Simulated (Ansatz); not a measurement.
**CaGa4: computed properties**

All numbers below come from DFT r2SCAN, scalar-relativistic, plane waves, PAW in Ansatz.

Settings: cutoff 500 eV, Γ-centred mesh 10×10×8 on the computed 5-atom cell, Gaussian smearing of 0.10 eV; no spin polarisation.

The structure is relaxed at this level of theory with its symmetry kept. Whether it is the stable form of this composition wasn't checked.

```cif
data_structure
_symmetry_space_group_name_H-M 'C2/m'
_symmetry_Int_Tables_number 12
_cell_length_a 6.1461
_cell_length_b 6.0808
_cell_length_c 6.0708
_cell_angle_alpha 90.000
_cell_angle_beta 119.037
_cell_angle_gamma 90.000
_cell_volume 198.37
loop_
_atom_site_label
_atom_site_type_symbol
_atom_site_symmetry_multiplicity
_atom_site_Wyckoff_symbol
_atom_site_fract_x
_atom_site_fract_y
_atom_site_fract_z
_atom_site_occupancy
Ca1 Ca 2 a 0.00000 0.00000 0.00000 1
Ga1 Ga 4 i 0.90614 0.50000 0.76895 1
Ga2 Ga 4 h 0.00000 0.23019 0.50000 1
```

| Item | Value |
| --- | --- |
| Space group | C2/m (No. 12) |
| Volume per atom | 133.9 bohr³ |
| Formation energy from the elements' standard states (uncorrected) | -0.424 eV/atom |
| Generalised Kohn–Sham band gap | none (metal) |
| Density of states at the Fermi level | 0.69 states/eV per cell |
| Löwdin character within 0.5 eV of the Fermi level | Ga 4p 66 %, Ga 4s 21 %, unprojected 12 % |
| Bader charges (e) | Ca (1 in the cell) 1.41, Ga (2 in the cell) -0.46, Ga (2 in the cell) -0.25 |

Cost: 1 run of about 6.7 core-minutes, on Arm Neoverse V1 (shared hosts).